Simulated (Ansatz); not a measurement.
**CH4Al: relaxed scan of one distance, by script**

Computed with Ansatz 0.2.0, driven from Python. Level of theory: B3LYP/def2-SVP.

### Step 1. Starting point

Bond lengths: C1–Al2 1.978 Å, C1–H3 1.168 Å, C1–H4 1.074 Å, C1–H5 1.159 Å, Al2–H6 1.602 Å. Angles: C1–Al2–H6 121.3°, Al2–C1–H3 109.2°, Al2–C1–H4 110.0°, Al2–C1–H5 108.8°, H3–C1–H4 115.0°, H3–C1–H5 103.6°, H4–C1–H5 109.9°.

No structure file is read: the coordinates are typed or built in the script.

### Step 2. Script

relaxed_scan_ch4al.py reads:

```python
"""Relaxed scan of one distance in CH4Al."""

import ansatz as az
import numpy as np

BASIS_SET = "def2-SVP"
FUNCTIONAL = "B3LYP"

GEOMETRY = """
C    -0.14210   -0.40700   -0.50880
Al    0.96180    0.74120    0.66460
H    -1.21810   -0.49250   -0.06160
H     0.35450   -1.34390   -0.67850
H    -0.30850    0.13960   -1.51670
H     0.39450    1.29860    2.05480
"""

geometry = az.Crystal.molecule()
for line in GEOMETRY.strip().splitlines():
    symbol, *xyz = line.split()
    geometry = geometry.atom(symbol, [float(v) for v in xyz])

calc = (
    geometry.calculation()
    .basis(gaussian=BASIS_SET)
    .functional(FUNCTIONAL)
    .spin("collinear", total=1)
)
symbols = [site.symbol for site in geometry.cartesian_sites]
pairs = [(0, 1), (0, 2), (0, 3), (0, 4), (1, 5)]
print("held (A)   E (eV)        ", "  ".join(f"{symbols[i]}{i}-{symbols[j]}{j}" for i, j in pairs))
for length in [1.07, 1.16, 1.25, 1.39, 1.56]:
    summary = calc.relax(constraints=[az.DistanceConstraint((0, 4), at=length)], force_tolerance=0.02, max_steps=60).run().report
    xyz = np.array(summary["positions_ang"])
    print(f"{length:6.2f} {summary['free_energy_ev']:14.5f}  ", "  ".join(f"{np.linalg.norm(xyz[i] - xyz[j]):.3f}" for i, j in pairs))
```

### Step 3. The run

The run is started by

```bash
> python relaxed_scan_ch4al.py
```

**Question.** How long does this script take on 1 thread of Arm Neoverse V2, shared host, and how much memory does it need?

About 76 s, with a peak of 0.19 GiB.
